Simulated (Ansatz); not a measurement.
C4H7N can be A, `CC#CNC`, or B, `CCCC#N`.

Calculated with Ansatz (gas phase, PBE0-D4/def2-TZVP geometries, no zero-point term in ΔE). CBS: MP2 limit from def2 TZ/QZ plus the TZ coupled-cluster correction, frozen cores. Functionals use def2-TZVPP. Each species was taken in one conformer, which may not be the lowest.

(1) Which is lower in electronic energy at CCSD(T)/CBS, and by how much? (Best estimate.)

(2) Give E(B) − E(A) in kJ/mol with r2SCAN-D4, CCSD(T)/def2-TZVPP, PBE0-D4, B2PLYP, HF/def2-TZVPP, ωB97M-V, PBE-D4. (Best estimate.)

Largest T1 diagnostic: 0.011.

## Answers

(1) Computed: B, by 188.7 kJ/mol.

(2) Ansatz gave: r2SCAN-D4 -176.5, CCSD(T)/def2-TZVPP -196.7, PBE0-D4 -170.9, B2PLYP -182.8, HF/def2-TZVPP -193.9, ωB97M-V -183.5, PBE-D4 -166.5. None reverses the order clearly.

From PBE to PBE0 (25 % exact exchange), in def2-TZVPP and without D4, E(B) − E(A) moves by −4.6 kJ/mol.
